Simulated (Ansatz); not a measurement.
# CF (charge -1): harmonic frequencies at the relaxed geometry

Computed with the Ansatz DFT code, driven from Python.

`freq.py`
```python
# -*- coding: utf-8 -*-
"""Vibrations and zero-point energy of CF(-)."""

import itertools
import warnings

import ansatz as az
from ase import Atoms
from ase.data import atomic_numbers, covalent_radii
import numpy as np


def main():
    warnings.simplefilter("ignore", az.DeckWarning)

    atoms = Atoms(["C", "F"], positions=[
        [0.0, 0.0, 0.0],
        [0.0, 0.0, 1.425],
    ])
    mol = az.Crystal.molecule_from_ase(atoms)

    job = (
        mol.calculation()
        .basis(gaussian="def2-SVP")
        .functional("r2SCAN")
        .charge(-1)  # electrons removed from the neutral system
        .spin("collinear", total=2)  # two spin channels
    )
    symbols = [site.symbol for site in mol.cartesian_sites]
    start = np.array([site.position_ang for site in mol.cartesian_sites], dtype=float)
    summary = job.relax(force_tolerance=0.003, max_steps=100).run(threads=1).report
    end = np.array(summary["positions_ang"])

    # pairs closer than 1.2 times the sum of covalent radii, before or after
    radius = [covalent_radii[atomic_numbers[s]] for s in symbols]
    span = lambda where, i, j: np.linalg.norm(where[i] - where[j])
    bonded = [(i, j) for i, j in itertools.combinations(range(len(symbols)), 2) if min(span(start, i, j), span(end, i, j)) < 1.2 * (radius[i] + radius[j])]
    print("pair        before    after (A)")
    for i, j in bonded:
        print(f"{symbols[i]}{i}-{symbols[j]}{j}".ljust(10), f"{span(start, i, j):8.4f} {span(end, i, j):8.4f}")

    # frequencies need a stationary point, so they are taken at the relaxed geometry
    minimum = az.Crystal.molecule()
    for symbol, place in zip(symbols, end):
        minimum = minimum.atom(symbol, place.tolist())
    vibrating = (
        minimum.calculation()
        .basis(gaussian="def2-SVP")
        .functional("r2SCAN")
        .charge(-1)  # electrons removed from the neutral system
        .spin("collinear", total=2)  # spin-polarised run
        .phonons(temperatures=(298.15, 498.15, 100))
    )
    vib = vibrating.run(threads=1).report["vibrations"]
    sums = vib["harmonic_sums"]
    modes = [m["omega_inv_cm"] for m in sums["modes_at_gamma"] if m["rigid_motion"] == "no"]
    for number, w in enumerate(modes, start=1):
        print(f"mode {number:2d} {w:9.1f} 1/cm {w / 8065.544 * 1000:8.2f} meV")
    print("imaginary modes:", sum(w < 0 for w in modes), " zero-point energy:", round(sums["zero_point_energy_ev"], 4), "eV")
    print("T (K)   F_vib (eV)   S_vib (meV/K)   C_vib (meV/K)")
    for row in zip(sums["temperatures_k"], sums["vibrational_free_energy_ev"], vib["entropy_ev_per_k"], vib["heat_capacity_ev_per_k"]):
        print(f"{row[0]:6.1f} {row[1]:11.4f} {1000 * row[2]:13.4f} {1000 * row[3]:15.4f}")


if __name__ == "__main__":
    main()
```

Output of `python freq.py`:
```text
pair        before    after (A)
C0-F1        1.4250   1.4507
mode  1     846.0 1/cm   104.89 meV
imaginary modes: 0  zero-point energy: 0.0524 eV
T (K)   F_vib (eV)   S_vib (meV/K)   C_vib (meV/K)
 298.1      0.0520        0.0075          0.0251
 398.1      0.0508        0.0172          0.0417
 498.1      0.0485        0.0279          0.0536
```

The frequencies are harmonic and unscaled, in a modest basis. The result belongs to the one conformer reached from this start, and soft torsions count as harmonic oscillators. The species is open-shell (spin multiplicity 3). The spin state was assumed, and another may lie lower. Anions want diffuse functions, which this basis lacks. Finished in 12 s on 1 thread of Arm Neoverse V1, on a shared host, peak memory 0.18 GiB.
